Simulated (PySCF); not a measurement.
Species: 3-pentyn-1-ol, C5H8O.
Cartesian coordinates in Å at the PBE0-D3(BJ)/def2-SVP level; atoms count from 1:
```
atom  x, y, z in Å
C1     3.218   -0.242    0.085
C2     1.832    0.189   -0.014
C3     0.682    0.564   -0.103
C4    -0.716    0.963   -0.190
C5    -1.684   -0.132    0.266
O6    -3.018    0.288    0.220
H7     3.396   -0.801    1.017
H8     3.495   -0.896   -0.756
H9     3.903    0.621    0.078
H10   -0.955    1.245   -1.232
H11   -0.899    1.863    0.420
H12   -1.508   -1.048   -0.332
H13   -1.467   -0.393    1.313
H14   -3.258    0.426   -0.702
```

Level of theory: PBE0-D3(BJ)/def2-SVP geometry optimisation, gas phase (PySCF).

Take the most abundant isotopes and a rigid rotor. The values belong to one conformer with, in the numbering `[CH3:1][C:2]#[C:3][CH2:4][CH2:5][OH:6]`, C3–C4–C5–O6 178°, C4–C5–O6–H 67°.

Task: What are A, B and C (cm⁻¹)?

Result: Ia = 26.42, Ib = 418.83, Ic = 434.49 u·Å²; 505379 MHz·u·Å²/I gives 19127, 1207 and 1163 MHz, that is A = 0.63801, B = 0.04025, C = 0.03880 cm⁻¹.

Task: What kind of rotor is it?

Result: A near-prolate asymmetric top. Ray's parameter κ = (2B − A − C)/(A − C) = -0.995; −1 is the prolate and +1 the oblate limit.

Task: Is it planar, by Δ = Ic − Ia − Ib?

Result: Not planar: Δ = Ic − Ia − Ib = -10.76 u·Å². For a rigid frame Δ = −2 Σ m c², so Σ m c² = 5.38 u·Å² lies off the ab plane: 5.34 from hydrogen and 0.04 from heavier atoms. The atom farthest from that plane is 1.02 Å away.

Task: Which types of transition are allowed, and where do some lines up to J = 5 fall?

Result: The dipole components are |μa| = 1.01 D, |μb| = 0.30 D, |μc| = 1.24 D. The squared components, which scale the intensities, stand as 0.67 : 0.06 : 1.00 (a : b : c). Some lines, for components of 0.1 D or more:

```
type  branch         J(Ka,Kc)     MHz  lower level (cm⁻¹)
   a       R  3(1,3) ← 2(1,2)    7044               0.833
   a       R  3(2,2) ← 2(2,1)    7109               2.631
   a       R  3(2,1) ← 2(2,0)    7110               2.631
   a       R  4(3,1) ← 3(3,0)    9479               5.861
   a       R  5(4,2) ← 4(4,1)   11849              10.366
   c       R  2(1,1) ← 1(0,1)   22747               0.079
   c       Q  5(2,4) ← 5(1,4)   53501               1.795
   b       Q  3(2,1) ← 3(1,2)   53697               1.077
   b       Q  2(2,0) ← 2(1,1)   53762               0.838
   b       Q  4(2,3) ← 4(1,4)   54045               1.382
   c       R  2(2,1) ← 1(1,1)   58588               0.677
   b       R  3(2,2) ← 2(1,1)   60871               0.838
   b       Q  3(3,1) ← 3(2,2)   89711               2.868
   b       Q  5(3,3) ← 5(2,4)   89712               3.580
   b       R  3(3,0) ← 2(2,1)   96821               2.631
   b       R  4(3,2) ← 3(2,1)   99190               2.868
   b       Q  5(4,1) ← 5(3,2)  125596               6.572
   b       Q  5(4,2) ← 5(3,3)  125596               6.572
```

Not checked by PBE0-D3(BJ)/def2-SVP frequencies. Constants of a rigid frame at the computed geometry: no zero-point averaging, no centrifugal distortion. A rigid rotor knows nothing of internal rotation, which can split or shift real lines.

The run took 17 s wall on Arm Neoverse V2, one thread, no GPU, on a shared host, and the process peaked at 0.61 GiB of memory. This is the geometry optimisation.
